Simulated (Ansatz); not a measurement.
Ba (bcc): energy against volume

All numbers below come from DFT, BLYP, plane waves (420 eV) with PAW, scalar-relativistic in Ansatz. (PAW data from PBE, frozen cores regenerated.)

The cell is scaled uniformly from the relaxed one, with fractional coordinates and shape fixed. Energies are extrapolated to zero smearing, pressures are those at the given smearing. Magnetic state: spin not included.

A Birch-Murnaghan fit gives V₀ = 66.35 Å³/atom, B₀ = 8.3 GPa, B₀′ = 3.2.

(1) What are the energy above the minimum and the pressure at 58.465 Å³/atom?

(2) What are the energy above the minimum and the pressure at 63.780 Å³/atom?

(3) What are the energy above the minimum and the pressure at 71.753 Å³/atom?

Results:

(1) 29.1 meV/atom and 1.32 GPa as computed.

(2) 2.7 meV/atom and 0.38 GPa as computed.

(3) 10.2 meV/atom and -0.54 GPa as computed.
